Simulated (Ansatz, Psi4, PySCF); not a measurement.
Species: silylphosphine, SiPH$_{5}$ (charge 0, singlet). SMILES: [SiH3]P
Structure (B3LYP-D3(BJ)/def2-TZVP (Ansatz, an electronic-structure program) minimum search):
```xyz
7

Si    -1.0725     0.0867     0.2119
P      1.1233    -0.0680    -0.3324
H     -1.8171    -0.8926    -0.6134
H     -1.5318     1.4532    -0.1291
H     -1.3565    -0.1741     1.6427
H      1.3129    -1.2974     0.3513
H      1.5580     0.7172     0.7672
```

BP86/def2-SVP beside other levels, property by property. Conventions: open shells spin-unrestricted; atomisation electronic, to ground-state atoms; no dispersion term unless named; non-relativistic; frozen cores in correlated levels; 6-31G* and kin with 6d, 5d where marked; spin-orbit terms left out. CBS marks a two-point X^-3 extrapolation of the correlation energy; Hartree-Fock from the larger set. The bracket is a focal-point correction in the basis named. Ab initio and DFT rows: single points at B3LYP-D3(BJ) geometries (Ansatz), with unscaled harmonic terms from B3LYP/6-31G* (Ansatz) at its own minima, enthalpies of formation by atomisation with measured atoms. Sets without +, aug- or the D of def2-TZVPD hold no diffuse functions, which anions need.

Coupled cluster (Ansatz) is a level with limits of its own, used here on species with T1 under 0.025 (0.045 for open shells) and stable references: RI-MP2/CBS(aug-cc-pV(T+d)Z,aug-cc-pV(Q+d)Z)+[CCSD(T)-MP2]/aug-cc-pV(T+d)Z.

```tsv
property	BP86/def2-SVP (PySCF)	PBE/6-31G* (Ansatz)	wB97X-D/6-31G* (Psi4)	MP2/6-31G* (Ansatz)	to compare with
atomisation energy (kcal/mol)	459.4	443.5	452.2	380.4	458.3 coupled cluster
H-Si bond dissociation enthalpy at 298 K, to [SiH2]P (SiPH4) + H atom (kcal/mol)	85.3	82.8	87.7	77.3	89.8 coupled cluster
deprotonation enthalpy (H-P bond) at 298 K, to [SiH3][PH-] + H+ (kcal/mol)	357.8	354.8	358.4	357.1	351.2 coupled cluster
deprotonation enthalpy (H-Si bond) at 298 K, to [SiH2-]P + H+ (kcal/mol)	364.5	363.5	368.7	370.0	364.4 coupled cluster
enthalpy of formation at 298 K (kcal/mol)	3.7	19.6	10.9	82.8	4.8 coupled cluster
H-P bond dissociation enthalpy at 298 K, to [SiH3][PH] (SiPH4) + H atom (kcal/mol)	80.5	77.8	80.2	68.8	82.3 coupled cluster
P-Si bond dissociation enthalpy at 298 K, to [SiH3] (SiH3) + [PH2] (PH2) (kcal/mol)	66.6	68.1	69.9	63.4	71.6 coupled cluster
```

As the rows show:
- atomisation energy: BP86/def2-SVP lies 1.1 kcal/mol above coupled cluster.
- H-Si bond dissociation enthalpy at 298 K, to [SiH2]P (SiPH4) + H atom: BP86/def2-SVP lies 4.5 kcal/mol below coupled cluster.
- deprotonation enthalpy (H-P bond) at 298 K, to [SiH3][PH-] + H+: BP86/def2-SVP lies 6.6 kcal/mol above coupled cluster.
- deprotonation enthalpy (H-Si bond) at 298 K, to [SiH2-]P + H+: BP86/def2-SVP lies 0.1 kcal/mol above coupled cluster.
- enthalpy of formation at 298 K: BP86/def2-SVP lies 1.1 kcal/mol below coupled cluster.
- H-P bond dissociation enthalpy at 298 K, to [SiH3][PH] (SiPH4) + H atom: BP86/def2-SVP lies 1.8 kcal/mol below coupled cluster.
- P-Si bond dissociation enthalpy at 298 K, to [SiH3] (SiH3) + [PH2] (PH2): BP86/def2-SVP lies 5.0 kcal/mol below coupled cluster.

The properties are those with a value to compare with, at most eight drawn at random. No case is left out for the size of its miss. Left out are saddle points of the reference geometry, anions that the best level run finds unbound, excited spin states, species near biochemistry, 298 K rows of species without real B3LYP wavenumbers, cases with under five habitual levels, runs that failed or that the program found above a lower state of the same kind, table entries that another table contradicts, and a share of species set aside by lot.
